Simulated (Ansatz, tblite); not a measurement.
Bond stretch in Li₂, singlet.

Levels of theory: GFN2-xTB, 300 K electronic temperature (tblite); FCI = Ansatz (a quantum-chemistry and plane-wave program) with full CI/aug-cc-pVDZ, frozen core.

Energies relative to the lowest point of each curve near equilibrium, in kJ/mol; the last columns give the difference from FCI:

| R / Å | GFN2-xTB | FCI | GFN2-xTB − FCI |
|---|---|---|---|
| 2.08 | 4.7 | 47.4 | -42.7 |
| 2.19 | 0.7 | 30.2 | -29.5 |
| 2.37 | 0.0 | 11.7 | -11.7 |
| 2.44 | 1.3 | 7.2 | -6.0 |
| 2.61 | 7.2 | 1.1 | 6.2 |
| 2.64 | 8.7 | 0.6 | 8.1 |
| 2.74 | 14.2 | 0.0 | 14.2 |
| 2.83 | 20.0 | 0.7 | 19.3 |
| 2.95 | 28.7 | 3.0 | 25.6 |
| 2.98 | 31.0 | 3.8 | 27.2 |
| 3.15 | 43.9 | 9.5 | 34.4 |
| 3.40 | 56.0 | 20.4 | 35.6 |
| 3.70 | 81.5 | 34.9 | 46.7 |
| 4.07 | 115.9 | 51.8 | 64.1 |
| 4.59 | 163.9 | 70.4 | 93.5 |
| 4.98 | 197.8 | 79.7 | 118.1 |
| 5.49 | 236.7 | 87.0 | 149.7 |
| 6.10 | 273.1 | 91.3 | 181.8 |
| 6.71 | 299.0 | 93.1 | 205.9 |
| 7.49 | 320.7 | 94.1 | 226.6 |
| 8.32 | 333.4 | 94.5 | 238.9 |

GFN2-xTB is furthest from FCI at 8.32 (238.9 kJ/mol, above); its mean absolute difference over the points is 75.5 kJ/mol.
